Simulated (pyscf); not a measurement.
PySCF, gas phase, ωB97X-D3(BJ)/def2-SVP geometries. MP2 and CC: frozen core, UHF for open shells. ΔMP2 is the change of the MP2 total energy from the triple- to the quadruple-zeta basis.

Task: List the bond dissociation enthalpies at 298 K of O=Si(OH)–OH (SMILES O=[Si](O)O) from CCSD(T)/def2-TZVPP + ΔMP2(QZVPP), from the weakest bond up.

Result: H–O to •O–Si(=O)–OH + H•: 123.3 kcal/mol; O–Si to OH• + [O=Si–OH]•: 127.1 kcal/mol. Ring and multiple bonds, and those that leave no two simple radicals, are not listed. The radicals are drawn with the spin at the cut bond; how far it spreads was not checked. Other isomers of [O=Si–OH]•, •O–Si(=O)–OH were not searched in full and may lie lower. The CCSD(T) − MP2 part came from Ansatz, without density fitting, on the same reference. Left out: the spin-orbit lowering of OH.
